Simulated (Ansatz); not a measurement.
# How far each method lies from UCCSDTQ for HAsSi⁺, doublet

Geometry: that of the HAsSi, singlet, kept fixed.

```xyz
3

Si    0.0000   -0.0264    1.5591
As    0.0000   -0.0077   -0.5892
H     0.0000    1.3116    0.3547
```

Basis cc-pVDZ; Ansatz 0.2.0. Correlated methods freeze the noble-gas cores and the filled d shells of p-block atoms, which leaves 9 electrons in 31 orbitals. Prefix R: restricted or restricted open-shell reference; prefix U: unrestricted. Active spaces: valence = (9e, 9o) chosen from the atoms' valence shells. No spin–orbit coupling is included, and no scalar relativity.

Full CI isn't at hand for all of this; UCCSDTQ serves as the reference, and is uncertain by about the last step of the cluster series. The frozen core follows each run's orbitals, which can shift R against U totals by a few meV for light atoms and by up to 0.1 eV past Ca.

The UHF ⟨S²⟩ is 0.826 and the T1 diagnostic (RCCSD) is 0.0204. The largest doubles amplitude (RCCSD) is 0.063. The T1 diagnostic (UCCSD) is 0.0204.

From what is known of these methods and the diagnostics, rank them by the size of their error in total energy against UCCSDTQ in cc-pVDZ, smallest first (an estimate: the text doesn't fix the numbers).
A. UMP2
B. UCCSD
C. UCCSD(T)
D. UCCSDT(Q)
E. UCCSDT

D (0.02 kcal/mol), E (0.31 kcal/mol), C (1.09 kcal/mol), B (5.51 kcal/mol), A (26.61 kcal/mol).

All errors are against UCCSDTQ in cc-pVDZ. Within each family the higher level lies nearer, as is usual though not guaranteed.

Natural occupations of CASSCF (valence space) about the gap: 1.990 1.975 1.955 1.918 0.997 0.056 0.048 0.034 0.027; effectively unpaired electrons, Σ n²(2−n)², 1.06.
